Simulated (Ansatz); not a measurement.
## B20 (FeSi-type) FeSi

These are PBE-D4 (plane waves, PAW; Ansatz, an electronic-structure program) values and carry that method's errors.

Numerical settings: plane-wave cutoff 500 eV, 10×10×10 k mesh, Fermi–Dirac smearing 0.05 eV, no spin polarisation, scalar-relativistic PAW data made under PBE.

Cell (relaxed at this level):

```cif
data_Fe4Si4
_chemical_formula_sum 'Fe4 Si4'
_space_group_name_H-M_alt 'P 1'
_space_group_IT_number 1
_cell_length_a 4.40514
_cell_length_b 4.40514
_cell_length_c 4.40514
_cell_angle_alpha 90.000
_cell_angle_beta 90.000
_cell_angle_gamma 90.000
loop_
_space_group_symop_operation_xyz
  'x, y, z'
loop_
_atom_site_label
_atom_site_type_symbol
_atom_site_fract_x
_atom_site_fract_y
_atom_site_fract_z
_atom_site_occupancy
Fe1 Fe 0.86257 0.63743 0.36257 1
Fe2 Fe 0.63743 0.36257 0.86257 1
Fe3 Fe 0.36257 0.86257 0.63743 1
Fe4 Fe 0.13743 0.13743 0.13743 1
Si1 Si 0.15855 0.34145 0.65855 1
Si2 Si 0.34145 0.65855 0.15855 1
Si3 Si 0.65855 0.15855 0.34145 1
Si4 Si 0.84145 0.84145 0.84145 1
```

```json
{
  "band_gap": "0.16 eV (on the SCF k mesh)"
}
```

Measured, for comparison: band gap 0.05 eV (temperature not stated, not corrected to a static lattice, indirect, transport; lower end of the printed range; as tabulated in Tomczak (2018), arXiv:1802.07220).

The result took roughly 2.7 core-minutes.
